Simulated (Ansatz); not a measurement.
Two isomers of C3H6N2O: A = `N/C=N\CC=O`, B = `CN1CN=C1O`.

Isolated molecules relaxed with PBE0-D4/def2-TZVP in Ansatz; ΔE leaves out vibrations. CBS: MP2 limit from def2 TZ/QZ plus the TZ coupled-cluster correction, frozen cores. Functionals use def2-TZVPP. B3LYP here is the variant with VWN-RPA as its local correlation; programs differ in this. One conformer a species, not always the lowest.

**Question.** Which isomer does CCSD(T)/CBS put lower? Give the gap. (Estimate.)

**Answer.** Computed: A, by 64.5 kJ/mol.

**Question.** Give E(B) − E(A) in kJ/mol with B3LYP, HF/def2-TZVPP, CCSD(T)/def2-TZVPP, CCSD/def2-TZVPP, B2PLYP, PBE0-D4, B3LYP-D4. (An estimate is asked.)

**Answer.** Computed: B3LYP 76.4, HF/def2-TZVPP 70.3, CCSD(T)/def2-TZVPP 63.1, CCSD/def2-TZVPP 61.3, B2PLYP 72.5, PBE0-D4 51.5, B3LYP-D4 77.9. None reverses the order clearly.

Largest T1 diagnostic: 0.015.

In def2-TZVPP, CCSD(T) changes the Hartree–Fock value by −7.2 kJ/mol (the triples alone add +1.7 kJ/mol) and MP2 by −13.2 kJ/mol. From PBE to PBE0 (25 % exact exchange), in def2-TZVPP and without D4, E(B) − E(A) moves by −11.0 kJ/mol.
